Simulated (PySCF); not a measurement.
hydrogen fluoride (FH), SMILES F. Atoms are numbered in the order given.

```xyz
2

F      0.0000     0.0000    -0.0925
H      0.0000     0.0000     0.8329
```

Geometry optimised at B3LYP-D3(BJ)/def2-TZVPD.

Method: PBE/pcSseg-2 (PySCF).

GIAO shieldings, no solvent; atoms alike by connectivity are averaged. δ = σ(ref) − σ: ¹⁹F against CFCl3 (σ = 132.0 ppm); ¹H against TMS (σ = 31.47 ppm), references at their B3LYP-D3(BJ)/def2-TZVP geometries, non-relativistic.

Computed chemical shifts:
| nucleus | atoms | count | δ (ppm) |
|---|---|---|---|
| ¹⁹F | F1 | 1 | -274.6 |
| ¹H | H2 | 1 | 1.96 |
